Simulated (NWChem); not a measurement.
Species: pyrazine (C$_{4}$H$_{4}$N$_{2}$); SMILES c1cnccn1

```xyz
10

C      1.1347    -0.6965     0.0000
C      1.1322     0.7006     0.0000
N     -0.0025     1.4092     0.0000
C     -1.1347     0.6965     0.0000
C     -1.1322    -0.7006     0.0000
N      0.0025    -1.4092     0.0000
H      2.0697    -1.2538     0.0000
H      2.0652     1.2612     0.0000
H     -2.0697     1.2538     0.0000
H     -2.0652    -1.2612     0.0000
```
Atoms are numbered in this order, from 1.

All runs: NWChem. Structure relaxed at the B3LYP/6-31G* (spherical d) level. Isolated, static molecule.

GIAO at PBE0/pcSseg-1: principal shieldings of C1 are -82.3, 32.4, 147.2 ppm; an isolated tetramethylsilane molecule has σ = 185.2 ppm at the same levels.

### Question
Find the isotropic 13C shift, its principal values, the span and the skew.

### Answer

1. σ(iso) = one third of the sum = 32.4 ppm.
2. δ = σ(reference) − σ = 152.8 ppm against tetramethylsilane.
3. δ11, δ22, δ33 = 267.5, 152.8, 38.0 ppm.
4. Span Ω = δ11 − δ33 = 229.5 ppm; skew κ = 3(δ22 − δ(iso))/Ω = 0.00.
